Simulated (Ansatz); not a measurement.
Basis-set extrapolation for C₆H₁₄ (`CCCC(C)C`) (PBE0-D4/def2-TZVP geometry, frozen core, the Gaussian-basis code of Ansatz). Multiplicity 1, RHF reference.

```csv
,def2-TZVPP,def2-QZVPP
HF,-235.453190,-235.464477
MP2 correlation,-1.069850,-1.135426
CCSD(T) correlation,-1.184558,not run
```

Energies in hartree. Use E(X) = E(∞) + A·exp(−7.88·√X) for Hartree–Fock and E(X) = E(∞) + B·X^(−2.97) for correlation, with X = 3 and 4, and add CCSD(T) minus MP2 of the smaller set to the MP2 limit.

**Question.** What is the CCSD(T) energy at the basis-set limit?

**Answer.** HF limit: -235.464477 + (-0.011287) × 0.13774 = -235.46603. MP2 limit: -1.135426 + (-0.065576) × 0.74074 = -1.18400. Higher-order term: -1.184558 − (-1.069850) = -0.11471. Total: -236.76474 hartree, 3.46 eV below CCSD(T)/def2-TZVPP.
